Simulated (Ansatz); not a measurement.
Gas-phase electronic energies from Ansatz, PBE0-D4/def2-TZVP geometries. CCSD(T)/CBS adds triple-zeta CCSD(T) − MP2 to the extrapolated MP2 energy (def2 sets, frozen cores). DFT in def2-TZVPP. Each species was taken in one conformer, which may not be the lowest.

Reaction (isomerisation): `CC#CC=O` → `C#CC(=C)O`

```tsv
level	ΔE (kcal/mol)
r2SCAN-D4	9.7
r2SCANh-D4	9.4
r2SCAN0-D4	9.1
B2PLYP	10.4
BLYP	11.5
r2SCANh	9.5
LC-ωPBE	11.0
MP2/def2-SVP	13.9
```

What does CCSD(T)/CBS give? (Estimate.)

Computed: +7.7 kcal/mol. The listed levels differ from it by 2.0, 1.7, 1.4, 2.7, 3.8, 1.8, 3.3, 6.2 kcal/mol.

Largest T1 diagnostic among the species: 0.015.

Leaving LDA and LC-ωPBE aside and taking each functional with its dispersion term where it has one, the values, not all of them listed here, spread over 1.9 kcal/mol, from ωB97M-V to revPBE-D4. LDA lies −4.0 kcal/mol from PBE without D4. The D4 term adds −0.8 kcal/mol with B3LYP and −0.4 kcal/mol with PBE0; it sums over pairs of atoms, weighted by their polarisabilities, and B3LYP, whose exchange is more repulsive, gets the larger term. In def2-TZVPP, CCSD(T) changes the Hartree–Fock value by −3.0 kcal/mol (the triples alone add −0.3 kcal/mol) and MP2 by −2.6 kcal/mol.

B3LYP here is the variant with VWN-RPA as its local correlation; programs differ in this.
